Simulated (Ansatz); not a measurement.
# LiH: a ladder of functionals and wavefunction methods

The task here is to estimate one member of a computed series from the others.

Method: functionals in def2-TZVPP, the program's frozen cores in correlated methods; program: Ansatz 0.2.0, Gaussian basis.

Plan: LDA (SPW92), PBE-D4, revPBE-D4, BLYP-D4, r2SCAN-D4, B97M-V, PBE0-D4, B3LYP-D4, r2SCANh-D4, r2SCAN0-D4, HSE06-D4, BHLYP-D4, CAM-B3LYP-D4, LC-ωPBE, ωB97X-V, ωB97M-V, B2PLYP, PBE-QIDH; CCSD(T)/def2-SVP; CCSD(T)/def2-TZVPP; CCSD(T)/def2-QZVPP; extrapolation to the limit; RPA on PBE.

## The geometry

All runs share one geometry, relaxed beforehand with PBE0-D4 in a triple-zeta def2 set.

SMILES `[LiH]`, 2 atoms, charge 0, spin multiplicity 1.

Atoms are counted from 1 here; the program's logs count them from 0.

Bond lengths: Li1–H2 1.598 Å.

Set-up of the first run:

in.yaml reads:

```yaml
crystal:
  periodic: [false, false, false]
  atoms:
    - {symbol: Li, position_ang: [-0.000000, -0.000000, -0.001049]}
    - {symbol: H, position_ang: [0.000000, 0.000000, 1.596749]}
basis:
  gaussian: {orbitals: def2-TZVPP}
hamiltonian: {xc: lda}
output: {orbitals: {seedname: orbitals}}
```

Run with:

```
ansatz run in.yaml --threads 2 --pin off --events-out ev --progress --plain --max-ram 20480MiB --backend cpu
```

Steps of the session up to this table: LDA; PBE-D4 (GGA); revPBE-D4 (GGA); BLYP-D4 (GGA); r2SCAN-D4 (meta-GGA); B97M-V (meta-GGA); PBE0-D4 (hybrid); B3LYP-D4 (hybrid); r2SCANh-D4 (hybrid); r2SCAN0-D4 (hybrid); HSE06-D4 (hybrid); BHLYP-D4 (hybrid); CAM-B3LYP-D4 (range-separated); LC-ωPBE (range-separated); ωB97X-V (range-separated); ωB97M-V (range-separated); B2PLYP (double hybrid); PBE-QIDH (double hybrid).

One of the session's tables, all rows but one given; the rest of the session is left out.

It belongs to the step «Frontier levels by functional». 

| functional | HOMO (eV) | LUMO (eV) | gap (eV) |
| --- | --- | --- | --- |
| LDA (SPW92) | -4.41 | -1.48 | 2.92 |
| PBE-D4 | ? | ? | ? |
| revPBE-D4 | -4.35 | -1.62 | 2.73 |
| BLYP-D4 | -4.33 | -1.65 | 2.68 |
| r2SCAN-D4 | -4.52 | -0.21 | 4.31 |
| B97M-V | -4.66 | -1.41 | 3.25 |
| PBE0-D4 | -5.45 | -1.02 | 4.43 |
| B3LYP-D4 | -5.32 | -1.31 | 4.01 |
| r2SCANh-D4 | -4.93 | -0.16 | 4.77 |
| r2SCAN0-D4 | -5.55 | -0.14 | 5.42 |
| HSE06-D4 | -5.04 | -1.31 | 3.73 |
| BHLYP-D4 | -6.53 | -0.75 | 5.78 |
| CAM-B3LYP-D4 | -6.87 | -0.59 | 6.28 |
| LC-ωPBE | -8.18 | 0.16 | 8.34 |
| ωB97X-V | -7.85 | 0.19 | 8.04 |
| ωB97M-V | -7.68 | -0.39 | 7.29 |

Q: Estimate the row for PBE-D4 from the others.

**Answer.** HOMO (eV): -4.37; LUMO (eV): -1.56; gap (eV): 2.81. In the column «HOMO (eV)» it lies between LDA (SPW92) (-4.41) and revPBE-D4 (-4.35).
